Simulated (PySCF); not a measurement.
# BCl: a base run and its variants

Base input, run as `python input.py` with PySCF 2.14:

```python
from pyscf import gto, dft
from pyscf.geomopt.geometric_solver import optimize

mol = gto.M(
    atom='B 0 0 0; Cl 0 0 1.687',
    basis='6-311g**',
    charge=0,
    spin=0,
    symmetry=True,
    verbose=4,
)
mf = dft.RKS(mol, xc='scan')
mf.kernel()
g = mf.nuc_grad_method()
g.grid_response = True
mol_eq = optimize(g.as_scanner(), maxsteps=30)
print('optimised geometry (angstrom)')
print(mol_eq.tostring('raw'))
print('orbital energies (hartree):', mf.mo_energy[..., max(0, mol.nelec[1]-3):mol.nelec[0]+3].round(4))
```

Base result: E(SCF) = -485.007708 Eh, 8 cycles, all at the start geometry; optimised bond 1.728 Å with E = -485.008441 Eh after 4 steps. The last line lists the levels of the start geometry. Stability towards an unrestricted solution was not tested.

Wall time 13 s on one thread of a shared host.

Each row names what differs from the base; energies in brackets are changes from the base.

| change | result |
| --- | --- |
| convergence threshold: default → 1e-16 | E(SCF) = -485.007708 Eh (+0.0000 eV), 23 cycles, all at the start geometry; optimised bond 1.728 Å with E = -485.008441 Eh after 4 steps |
| spin (2S): 0 → 2; SCF type: RKS → UKS | the SCF does not converge, then it stops with RuntimeError (Nuclear gradients of <pyscf.scf.hf.SymAdaptedUKS_Scanner object> not converged) after the SCF |
| PCM solvent, dielectric constant: none → 4.71; step after the SCF: optimize → analyze | E(SCF) = -485.009938 Eh (-0.0607 eV), 8 cycles, μz(SCF) = 2.06 D |
| step after the SCF: optimize → gradient | E(SCF) = -485.007708 Eh (+0.0000 eV), 8 cycles, μz(SCF) = 1.68 D, gradient on the second atom -0.0196 Eh/bohr |
| basis set: 6-311g** → 6-31g | E(SCF) = -484.943908 Eh (+1.7361 eV), 7 cycles, all at the start geometry; optimised bond 1.808 Å with E = -484.949284 Eh after 5 steps |
| level shift (hartree): none → -0.2 [unsound on purpose] | the SCF does not converge, then it stops with RuntimeError (Nuclear gradients of <pyscf.scf.hf.SymAdaptedRKS_Scanner object> not converged) after the SCF |
| PCM solvent, dielectric constant: none → 32.6; step after the SCF: optimize → analyze | E(SCF) = -485.010557 Eh (-0.0775 eV), 8 cycles, μz(SCF) = 2.17 D |
| integration grid: default → 0 [unsound on purpose] | E(SCF) = -484.987417 Eh (+0.5521 eV), 8 cycles, all at the start geometry; optimised bond 1.710 Å with E = -484.987696 Eh after 4 steps |
| basis set: 6-311g** → sbkjc; core potential: off → on | E(SCF) = -17.618034 Eh, 8 cycles, all at the start geometry; optimised bond 1.841 Å with E = -17.626474 Eh after 6 steps |
| basis set: 6-311g** → 6-31g* | E(SCF) = -484.972141 Eh (+0.9678 eV), 7 cycles, all at the start geometry; optimised bond 1.739 Å with E = -484.973282 Eh after 5 steps |
| electric field along z (a.u.): none → 0.2; point-group symmetry: on → off; step after the SCF: optimize → analyze [unsound on purpose] | E(SCF) = -485.940448 Eh (-25.3811 eV), 13 cycles, μz(SCF) = 22.71 D |
